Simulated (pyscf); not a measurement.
**Four-centre exchange: GeH₄ (SMILES [GeH4]) + HF (SMILES F) -> F–GeH₃ (SMILES [F][GeH3]) + H₂ (SMILES [H][H])**

Gas phase, singlet surface, charge 0. Bonds broken: Ge1–H2, F6–H7. Bonds formed: Ge1–F6, H2–H7. Optimised with ωB97X-D3(BJ)/def2-SVP in PySCF.

Transition state (Å):

```xyz
7

Ge    -1.1733    -0.3115    -0.2253
H      0.3089     0.1603     0.7666
H     -0.5152    -1.5739    -0.7796
H     -2.2414     0.2360    -1.1858
H     -1.8671    -0.5198     1.1330
F     -0.0750     1.2839    -0.9408
H      0.3848     0.8378     0.0350
```

One imaginary mode, 1235i cm⁻¹; descent along it reached the two sides named.

```tsv
bond	change	reactant side (Å)	saddle	product side
Ge1–H2	breaks	1.542	1.845	3.9
F6–H7	breaks	0.925	1.167	2.389
Ge1–F6	forms	3.1	2.065	1.750
H2–H7	forms	2.104	1.000	0.761
```

Electronic energies relative to the separated reactants (kJ/mol):

```json
[
 {"level": "ωB97X-D3(BJ)/def2-TZVP", "barrier": "160.2", "reaction energy": "-40.6", "reverse barrier": "200.8"},
 {"level": "PBE/def2-TZVP", "barrier": "132.9", "reaction energy": "-36.1", "reverse barrier": "169.0"},
 {"level": "r²SCAN/def2-TZVP", "barrier": "143.4", "reaction energy": "-43.2", "reverse barrier": "186.5"},
 {"level": "B3LYP-D3(BJ)/def2-TZVP", "barrier": "155.1", "reaction energy": "-41.2", "reverse barrier": "196.3"},
 {"level": "PBE0-D3(BJ)/def2-TZVP", "barrier": "152.6", "reaction energy": "-31.1", "reverse barrier": "183.7"},
 {"level": "M06-2X/def2-TZVP", "barrier": "154.4", "reaction energy": "-58.9", "reverse barrier": "213.4"},
 {"level": "ωB97M-D3(BJ)/def2-TZVP", "barrier": "160.7", "reaction energy": "-36.3", "reverse barrier": "197.0"},
 {"level": "HF/def2-TZVP", "barrier": "230.1", "reaction energy": "-39.9", "reverse barrier": "270.0"}
]
```

With ωB97M-D3(BJ)/def2-TZVP energies and thermal terms (ideal gas, 1 atm, RRHO with modes under 100 cm⁻¹ raised to 100, one conformer, R ln 2 for chiral ones without a mode under 150 cm⁻¹), in kJ/mol:

| T (K) | ΔH‡ | ΔG‡ | ΔH | ΔG |
|---|---|---|---|---|
| 298 | 154.6 | 187.2 | -45.2 | -42.7 |
| 600 | 152.9 | 221.2 | -43.0 | -41.0 |
| 900 | 153.8 | 255.2 | -41.2 | -40.4 |
| 1200 | 155.7 | 288.7 | -40.0 | -40.3 |

One saddle was located; it need not be the lowest between these sides. Elements up to Kr have no core potential and no relativistic terms here.
